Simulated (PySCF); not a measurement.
B₂H₆ (singlet). Computed with PySCF, B3LYP, basis B def2-TZVP, H def2-TZVP (no relativity, density fitting).

Harmonic bands of its minimum:

```tsv
ω (cm⁻¹)	IR (km/mol)
366	17.1
801	0.0
848	0.0
894	0.0
939	0.0
952	0.4
991	24.7
1020	0.0
1197	77.7
1205	0.0
1718	459
1862	0.0
1997	8.5
2180	0.0
2608	144
2621	0.0
2697	0.0
2711	174
```

Question: Infer the point group and assign the bands.

Answer: D2h. The modes span 3b2u + 4ag + au + 2b2g + 2b3g + 2b3u + b1g + 3b1u: 366 b2u, 801 ag, 848 au, 894 b2g, 939 b3g, 952 b2u, 991 b3u, 1020 b1g, 1197 b1u, 1205 ag, 1718 b1u, 1862 b2g, 1997 b3u, 2180 ag, 2608 b1u, 2621 ag, 2697 b3g, 2711 b2u. The computed geometry has B–H 1.186 Å (×4), B–H 1.312 Å (×4); B–H–B 84.2° (×2), H–B–H 95.8° (×2), H–B–H 109.1° (×8), H–B–H 121.7° (×2).

Other isomers or separated fragments may lie lower.
